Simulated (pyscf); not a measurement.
HO–SiH•–Cl + H₂ -> •H₂Si–Cl + H₂O, a four-centre exchange (doublet surface; O–Si, H–H broken, H–Si, H–O formed). Single points on ωB97X-D3(BJ)/def2-SVP structures (PySCF, gas phase). Energies in kcal/mol from the separated reactants.

Small-basis levels: PySCF, no dispersion term, spherical d functions. AM1 to PM7: differences of heats of formation from MOPAC, which are fitted to 298 K values and so differ in kind from electronic energies by zero-point and thermal terms. Open shells are spin-unrestricted. 

```csv
level,barrier,reaction energy
HF/STO-3G,70.8,+11.0
MP2/6-31G*,58.5,+23.5
PBE/6-31G*,41.2,+21.9
B3LYP/STO-3G,45.3,+27.2
B3LYP/LANL2DZ,(withheld),+13.0
AM1,59.8,+15.3
PM7,(withheld),+51.3
ωB97M-D3(BJ)/def2-TZVP,(withheld),+19.3
```

**Question.** Some entries are withheld; supply them.

**Answer.** 
- B3LYP/LANL2DZ, barrier: 46.1
- PM7, barrier: 68.2
- ωB97M-D3(BJ)/def2-TZVP, barrier: 44.6

Against the last row the barrier runs from -3.4 (PBE/6-31G*) to +26.2 kcal/mol (HF/STO-3G). ωB97M-D3(BJ)/def2-TZVP has limits of its own. One saddle was located; it need not be the lowest between these sides.
